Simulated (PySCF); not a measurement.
Molecule: SMILES C1[C@H](C(Cl)Cl)O1, C$_{3}$H$_{4}$Cl$_{2}$O.

Atoms are numbered as in `[Cl:1][CH:2]([Cl:3])[C@H:4]1[CH2:5][O:6]1`. Each H is labelled by its parent atom. Ha(C5) is cis to C2 on the ring; Hb(C5) is trans to C2 on the ring.

Geometry PBE0-D3(BJ)/def2-SVP throughout; GIAO in PySCF, gas phase, one conformer, non-relativistic; equivalent atoms averaged; basis pcSseg-2.

For orientation, BP86 gives these absolute shieldings σ: Cl1 666.2, Cl3 712.1, C2 87.4, C4 121.2, C5 134.5, O6 279.7, H(C2) 24.80, Ha(C5) 28.16, H(C4) 28.06 ppm.

A run gave: Cl1 773.2, Cl3 802.4, C2 120.1, C4 143.4, C5 154.2, O6 339.8, H(C2) 26.08, Ha(C5) 28.76, H(C4) 28.80 ppm (absolute shieldings σ).

Which functional was used in that run?
A. HF
B. LDA
C. BLYP
D. WP04
E. CAM-B3LYP

Answers

A. Cl1 tells them apart best: HF gives 773.2, LDA gives 652.6, BLYP gives 648.2, CAM-B3LYP gives 690.6, WP04 gives 659.1 ppm.
